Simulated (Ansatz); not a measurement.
The input, for Ansatz 0.2.0:

```yaml
crystal:
  periodic: [false, false, false]
  atoms:
    - {symbol: C, position_ang: [-0.008055, -1.000412, 1.546780]}
    - {symbol: Ge, position_ang: [-0.008888, 0.332449, 0.100147]}
    - {symbol: F, position_ang: [0.039076, -0.638657, -1.360776]}
basis:
  gaussian: {orbitals: cc-pVDZ}
magnetization: {spin_polarized: false, initial_magnetization: 3}
correlation: {method: bccd_t, electrons: outside_noble_gas}
```

```sh
$ ansatz run in.yaml --threads 1 --pin off --events-out ev --progress --plain --max-ram 2393MiB
```

Log:

```
592 factors; integrals over basis functions are off by at most 7.2e-4 eV
mean field evaluation 1: about -60203.3803 eV, gradient 2.7e1 eV
mean field evaluation 2: about -60203.4148 eV, gradient 2.7e1 eV
mean field evaluation 4: about -60205.6437 eV, gradient 2.7e0 eV
mean field evaluation 8: about -60205.9665 eV, gradient 1.5e0 eV
mean field evaluation 16: about -60206.0445 eV, gradient 1.7e-6 eV
mean field evaluation 32: about -60198.5183 eV, gradient 1.8e1 eV
mean field evaluation 64: about -60201.1923 eV, gradient 1.5e-1 eV
mean field -60206.04448645 eV, -2212.5313257545 hartree, gradient 3.9e-6 eV, S^2 3.750000; 1 other end points of the search recorded, 0 dependent functions left out
mean field evaluation 96: about -60206.0027 eV, gradient 1.2e0 eV
determinant -60206.04448645 eV, -2212.5313257545 hartree, with singles and doubles -60215.60935683 eV, -2212.8828282574 hartree
determinant -60202.87099810 eV, -2212.4147022086 hartree, with singles and doubles -60212.73564822 eV, -2212.7772214141 hartree
16 core orbitals not correlated: weight in the atoms' cores, before any rotation towards them, 0.960 or more for the frozen orbitals, at most 0.042 for the correlated occupied ones
reference -60206.04448645 eV, -2212.5313257545 hartree; 9, 6 occupied and 30, 33 virtual orbitals, 592 factors
second order -8.72028334 eV of doubles, -0.04007183 eV of singles
cycle   1  -9.54212879 eV  change    2.3e-2 eV  update   2.2e-2
cycle   2  -9.54334890 eV  change   -1.2e-3 eV  update   8.7e-3
cycle   3  -9.54039307 eV  change    3.0e-3 eV  update   6.6e-3
cycle   4  -9.53515118 eV  change    5.2e-3 eV  update   4.0e-3
cycle   5  -9.53902269 eV  change   -3.9e-3 eV  update   2.3e-3
cycle   6  -9.53893284 eV  change    9.0e-5 eV  update   1.0e-3
cycle   7  -9.53874201 eV  change    1.9e-4 eV  update   3.6e-4
cycle   8  -9.53878157 eV  change   -4.0e-5 eV  update   1.6e-4
cycle   9  -9.53876522 eV  change    1.6e-5 eV  update   6.6e-5
cycle  10  -9.53875067 eV  change    1.5e-5 eV  update   2.8e-5
cycle  11  -9.53875753 eV  change   -6.9e-6 eV  update   1.1e-5
perturbative correction -0.30607640 eV, -0.0112481004 hartree
Total energy: -60215.88932039 eV, -2212.8931167284 hartree
```

Ran on 1 thread of AMD EPYC 9R14, shared host: 3.4 s wall, 0.18 GiB peak host memory.
